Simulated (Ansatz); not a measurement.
**BO (quartet): wave-function methods side by side at distance B1–O2 = 2.192 Å, 6-31G**

Aim: climb from Hartree-Fock through coupled cluster and multireference methods for BO (quartet) at one geometry and basis, and see what each rung misses.

Program: Ansatz 0.2.0, Gaussian basis. Level of theory: 6-31G, core rule «outside noble gas», up to 2 orbitals frozen. These are calculated values, not measurements.

The runs, in order: UHF; CCSD(T) on ROHF; CCSD(T) on UHF; BCCD(T) on ROHF; CISD; CCSDT(Q) on ROHF; CCSDT(Q) on UHF; CISDTQ; CCSDTQ on ROHF; CCSDTQ on UHF; CASSCF and MRCISD+Q, 5 electrons in 5 orbitals; CASSCF and NEVPT2, 5 electrons in 5 orbitals; CASSCF and MRCISD+Q, 9 electrons in 8 orbitals; CASSCF and MRCISD+Q(relaxed), 9 electrons in 8 orbitals; CASSCF and NEVPT2, 9 electrons in 8 orbitals; Full CI.

21 further runs of the same task are left out: 15 that didn't finish, 6 set aside as unsound or not needed.

## 1. The system

The geometry derives from a PBE0/def2-TZVP stationary point (not a proven minimum). One bond is set to the value named and the two fragments are kept rigid.

2 atoms, charge 0, spin multiplicity 4.

Atoms are counted from 1 here; the program's logs count them from 0.

No contacts short enough for the rule that draws bonds.

## 2. UHF

Contents of in.yaml:

```yaml
crystal:
  periodic: [false, false, false]
  atoms:
    - {symbol: B, position_ang: [0.000000, 0.000000, 0.000000]}
    - {symbol: O, position_ang: [0.000000, 0.000000, 2.192000]}
basis:
  gaussian: {orbitals: 6-31G}
magnetization: {spin_polarized: true, initial_magnetization: 3}
hamiltonian: {xc: hf}
output: {orbitals: {seedname: orbitals}}
```

Command:

```bash
$ ansatz run in.yaml --threads 1 --pin off --events-out ev --progress --plain --max-ram 2393MiB
```

The runs that follow: CCSD(T) on ROHF; CCSD(T) on UHF; BCCD(T) on ROHF; CISD; CCSDT(Q) on ROHF; CCSDT(Q) on UHF; CISDTQ; CCSDTQ on ROHF; CCSDTQ on UHF; CASSCF and MRCISD+Q, 5 electrons in 5 orbitals; CASSCF and NEVPT2, 5 electrons in 5 orbitals; CASSCF and MRCISD+Q, 9 electrons in 8 orbitals; CASSCF and MRCISD+Q(relaxed), 9 electrons in 8 orbitals; CASSCF and NEVPT2, 9 electrons in 8 orbitals; Full CI.

**Question.** What will the summary of the whole plan be? Wanted: FCI below the RHF energy; RMP2 from FCI; UMP2 from FCI; RCCSD from FCI; RCCSD(T) from FCI; UCCSD(T) from FCI; RCCSDT(Q) from FCI; UCCSDT(Q) from FCI; T1 diagnostic.

**Answer**, as computed:

| quantity | value |
| --- | --- |
| FCI below the RHF energy | -3.2739 eV |
| RMP2 from FCI | +24.83 kcal/mol |
| UMP2 from FCI | +22.48 kcal/mol |
| RCCSD from FCI | +3.32 kcal/mol |
| RCCSD(T) from FCI | +2.13 kcal/mol |
| UCCSD(T) from FCI | +2.11 kcal/mol |
| RCCSDT(Q) from FCI | +0.20 kcal/mol |
| UCCSDT(Q) from FCI | +0.14 kcal/mol |
| levels within 1 kcal/mol (43 meV) | RCCSDT, UCCSDT, CISDTQ, RCCSDT(Q), UCCSDT(Q) |
| T1 diagnostic | 0.059 |
| effectively unpaired electrons | 3.48 |

What this shows: RCCSD(T) misses by +2.13 kcal/mol, 2.8 % of the correlation energy. The occupations show some static correlation. These misses are within one basis, not against nature; the frozen cores of restricted and unrestricted runs differ, which can shift their rows.
